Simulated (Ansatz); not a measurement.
This Ansatz (a program for electronic structure) input (MP2/aug-cc-pVQZ) gives -131.85271 Eh with 332 basis functions.

Ansatz 0.2 input:
```yaml
crystal:
  periodic: [false, false, false]
  atoms:
    - {symbol: C, position_ang: [-0.00903452, -0.16590223, -1.17724503]}
    - {symbol: C, position_ang: [0.00142313, 0.02613312, 0.18544107]}
    - {symbol: N, position_ang: [0.01028281, 0.18882474, 1.33990349]}
    - {symbol: H, position_ang: [0.92041918, -0.21588433, -1.72503587]}
    - {symbol: H, position_ang: [-0.94673049, -0.26727414, -1.70346476]}
basis:
  gaussian:
    orbitals: aug-cc-pVQZ
magnetization: {spin_polarized: true, initial_magnetization: 1}
correlation: {method: mp2, electrons: outside_noble_gas}
```

Change:
```diff
- orbitals: aug-cc-pVQZ
+ orbitals: cc-pV5Z
```

Problem. What does the run give now?

Solution. -131.86298 Eh (MP2/cc-pV5Z, 383 functions), a change of -10.27 mEh.
